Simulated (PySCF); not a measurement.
Rock-salt MgO: correlation energy from several methods in one and the same small orbital space (PySCF; 2 atoms at the zone centre, 8 electrons in 18 orbitals, empty ones MP2 natural orbitals of a TZ basis, lattice constant set to 4.08079 Å). Its volume lies 9 % below that of the crystal's usual cell. It tests the methods against each other and lies far from the crystal's limit.

Full CI gives -2.9209 eV per atom.

Question: What share of it do MP2, CCSD, CCSD(T), CCSDT, CCSDT(Q), CCSDTQ recover?

Answer: MP2 87.5 %; CCSD 98.6 %; CCSD(T) 99.6 %; CCSDT 99.8 %; CCSDT(Q) 100.0 %; CCSDTQ 100.0 %.

| method | E_corr (eV per atom) | share of full CI (%) | error (meV) |
|---|---|---|---|
| MP2 | -2.5551 | 87.5 | 366 |
| CCSD | -2.8814 | 98.6 | 40 |
| CCSD(T) | -2.9097 | 99.6 | 11 |
| CCSDT | -2.9143 | 99.8 | 7 |
| CCSDT(Q) | -2.9205 | 100.0 | 0 |
| CCSDTQ | -2.9207 | 100.0 | 0 |
| full CI | -2.9209 | 100.0 | 0 |

The Hartree–Fock determinant has a weight of 0.93 in the full CI state.

MP2, (T) and (Q) use filled levels shifted down by the Madelung term, which in so small a cell is a large part of the gap, so these rows hang on it.
